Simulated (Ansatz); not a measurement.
A search over several starts for the lowest SCF solution of Li2Al⁺ at the given spin, in a small basis.

```yaml
crystal:
  periodic: [false, false, false]
  atoms:
    - {symbol: Al, position_ang: [0.000025, 0.000027, -0.000047]}
    - {symbol: Li, position_ang: [2.446966, -0.685906, 1.122532]}
    - {symbol: Li, position_ang: [-2.447001, 0.685889, -1.122485]}
basis:
  gaussian: {orbitals: def2-SVP}
total_charge: 1
magnetization: {spin_polarized: true, initial_magnetization: 0}
hamiltonian: {xc: pbe0, dispersion: d4}
output: {orbitals: {seedname: orbitals}}
```

```sh
$ ansatz run in.yaml --threads 4 --pin off --events-out ev --progress --plain --max-ram 3916MiB
```

Output, abridged:

```
Functional definition: PBE0
416 factors; integrals over basis functions are off by at most 4.3e-4 eV
mean field evaluation 1: about -6992.6106 eV, gradient 7.4e0 eV
mean field evaluation 2: about -6993.2143 eV, gradient 3.6e0 eV
mean field evaluation 4: about -6993.3538 eV, gradient 9.9e-2 eV
mean field evaluation 8: about -6993.3587 eV, gradient 1.2e-3 eV
mean field evaluation 16: about -6993.3587 eV, gradient 1.6e-6 eV
mean field -6993.35870481 eV, -257.0011921332 hartree, gradient 1.6e-6 eV, S^2 0.000000; 2 other end points of the search recorded, 0 dependent functions left out
reference -6993.35874209 eV, -257.0011935030 hartree; 9, 9 occupied and 27, 27 virtual orbitals, 416 factors
Total energy: -6993.38586779 eV, -257.0021903542 hartree
```

It took 0.8 s on 4 threads of Arm Neoverse V1 on a shared host.

The structure comes from a short search, and lower isomers may exist.
